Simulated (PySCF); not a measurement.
Stepwise substitution at one centre (Si OH-H). Isolated molecules, 0 K electronic values unless said otherwise. One relaxed conformer stands for each flexible species; it need not be the lowest. Strings in code marks are SMILES.

The numbers are results of PBE-D3(BJ)/def2-TZVP // PBE0-D3(BJ)/def2-TZVP (PySCF), not measurements. Excitations are Tamm–Dancoff values on a coarser integration grid. The basis has no diffuse functions, so Rydberg states are missing or too high.

```
species                                                                            HOMO–LUMO gap (eV)  S1 oscillator strength  T1 excitation (TDA) (eV)  S1 excitation (TDA) (eV)   HOMO (eV)
---------------------------------------------------------------------------------  ------------------  ----------------------  ------------------------  ------------------------  ----------
0 of 4 OH replaced by H (`[Si](O)(O)(O)O`)                                                       6.91                   0.005                      6.80                      6.99       -7.33
1 of 4 OH replaced by H                                                                          7.18                   0.030                (withheld)                      7.37       -7.23
2 of 4 OH replaced by H (`O[SiH2]O` (H–O–Si–O torsion 66°, O–Si–O–H torsion 66°))                7.02                   0.006                (withheld)                (withheld)       -7.37
3 of 4 OH replaced by H (`[SiH3]O`)                                                              6.38                   0.003                (withheld)                      6.50  (withheld)
4 of 4 OH replaced by H                                                                          8.74                       –                         –                         –       -8.51
```

Task: Fill in the missing entries.

Result: 
- 1 of 4 OH replaced by H, T1 excitation (TDA) (eV): 7.04
- 2 of 4 OH replaced by H (`O[SiH2]O` (H–O–Si–O torsion 66°, O–Si–O–H torsion 66°)), T1 excitation (TDA) (eV): 6.83
- 2 of 4 OH replaced by H (`O[SiH2]O` (H–O–Si–O torsion 66°, O–Si–O–H torsion 66°)), S1 excitation (TDA) (eV): 7.13
- 3 of 4 OH replaced by H (`[SiH3]O`), T1 excitation (TDA) (eV): 6.15
- 3 of 4 OH replaced by H (`[SiH3]O`), HOMO (eV): -7.21
